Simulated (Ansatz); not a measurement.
## Which method gave which barrier?

Saddle point of BH5O, singlet (BH₃O ([BH2][OH]) + H₂ → BH₃ + H₂O (still joined by a long B–O bond); bonds formed: B1–H6, O2–H5; bonds broken: H5–H6; bonds weakened to dative contacts: B1–O2), PBE0-D4/def2-TZVP structure:

```
7
angstrom
B -0.3122 0.3205 -0.2937
O 0.7824 -0.8029 -0.1255
H -1.0497 0.0898 -1.2029
H 0.1044 1.4274 -0.1098
H -0.1432 -0.6130 0.7100
H -0.9741 -0.0151 0.8144
H 1.5925 -0.4066 0.2075
```

Computed with Ansatz 0.2.0 (basis: def2-TZVPP, with def2-QZVPP for the basis limit); correlated methods freeze the cores. Extrapolation: Hartree–Fock as exp(−7.88 √X), correlation as X^−2.97. Four methods, as single points on the PBE0-D4 structures, gave these electronic barriers from the start structure: 32.14, 35.20, 40.58, 55.41 kcal/mol.

The methods were, in alphabetical order, CCSD(T), HF, PBE-D4, r2SCAN-D4. Which gave which? (A judgement: the text doesn't fix the answer.)

By the calculation: PBE-D4 32.14; r2SCAN-D4 35.20; CCSD(T) 40.58; HF 55.41 kcal/mol. For comparison, CCSD(T) at an estimated basis limit (MP2 extrapolated from triple and quadruple zeta, plus CCSD(T) − MP2 in triple zeta) gives 40.65 kcal/mol.

T1 diagnostic: at most 0.015.

Labels in which every atom is bracketed show which atoms are joined, not bond orders.

For scale, one of the runs: CCSD(T)/def2-TZVPP, 132 basis functions, launched by `ansatz run in.yaml --threads 2 --pin off --events-out ev --progress --plain --max-ram 4352MiB`. Hardware: 2 CPU threads of an Arm Neoverse V2, shared host. Wall time 5.5 s; peak host memory 0.68 GiB.
